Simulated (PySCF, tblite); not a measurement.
# C₅H₁₀N radical: geometry, infrared bands and EPR parameters

Wanted: the infrared bands and EPR parameters of C₅H₁₀N radical (`CCCCC=[N]`), by calculation.

The runs use tblite 0.8.0 and PySCF 2.14.0, with density-fitted response routines of our own; the level of theory stands in each step. All values are computed, except where a source is named. Atoms count from 0, in the outputs and in this text.

## 1. Starting geometry

16 atoms, charge 0, multiplicity 2; geometry from: force field or distance geometry start.

Bonds of the start (Å): C0–C1 1.53, C1–C2 1.50, C2–C3 1.51, C3–C4 1.50, C4–N5 1.27, C0–H6 1.09, C0–H7 1.13, C0–H8 1.10, C1–H9 1.13, C1–H10 1.13, C2–H11 1.13, C2–H12 1.10, C3–H13 1.10, C3–H14 1.14, C4–H15 1.10.

## 2. Optimising the geometry with GFN2-xTB

Job settings and geometry (Å):

```
{"job": {"kind": "relax", "xc": "GFN2-xTB", "basis": "xTB"}, "charge": 0, "multiplicity": 2}
C      2.006400    -0.865800    -0.395200
C      0.669200    -0.483100     0.231300
C      0.089800     0.758400    -0.376700
C     -1.219200     1.016800     0.336400
C     -2.147800    -0.146000     0.191800
N     -2.193400    -0.903100    -0.827100
H      2.312500    -1.780100     0.122500
H      2.727800    -0.013500    -0.219100
H      1.891100    -0.972700    -1.486900
H      0.755100    -0.272000     1.336800
H     -0.059900    -1.335400     0.141800
H     -0.124900     0.612900    -1.472000
H      0.762700     1.631200    -0.329100
H     -1.673800     1.977300     0.070700
H     -0.968600     1.110400     1.440200
H     -2.834800    -0.326500     1.025600
```

Launch:

```sh
OMP_NUM_THREADS=1 python probes_run.py task.json out
```

One launch serves the whole session: the jobs run in the order shown.

**Question.** This job is followed by: GFN2-xTB harmonic vibrations, gas phase; UKS B3LYP, pcH-1 on C H N, non-relativistic, mean-field spin-orbit, GIAO. What will the session give for the following? strongest single infrared mode (GFN2-xTB); zero-point energy (GFN2-xTB); g(iso) (B3LYP); ⟨S²⟩; largest a(iso) (averaged by class); potential on the surface of density 0.002 e/bohr³, 1st and 99th percentile.

As calculated:

| quantity | value |
| --- | --- |
| strongest single infrared mode (GFN2-xTB) | 2738 cm⁻¹, 81 km/mol |
| zero-point energy (GFN2-xTB) | 86.6 kcal/mol |
| g(iso) (B3LYP) | 2.00274 |
| ⟨S²⟩ | 0.758 (exact 0.75) |
| largest a(iso) (averaged by class) | 1H on H15, 256.8 MHz |
| potential on the surface of density 0.002 e/bohr³, 1st and 99th percentile | -1.63 V and 1.11 V |

**Reading.** Relaxing lowered the energy by 0.545 eV in 112 steps; the close pair that moved most is C4–N5, from 1.270 to 1.223 Å. No mode is imaginary among the 42: a minimum at this level. The strongest single mode, at 2738 cm⁻¹, moves mainly H10. Unscaled tight-binding wavenumbers are off by several per cent, some by more. Its intensities can rank the bands wrongly. Most of the unpaired spin sits on N5 (0.89 e). The isotropic g lies 0.4 ppt above the free-electron value. These values are for one conformer; the search (at its own cheap level) found 2 more, at 1.36, 2.15 kcal/mol, and measured spectra average over such forms.
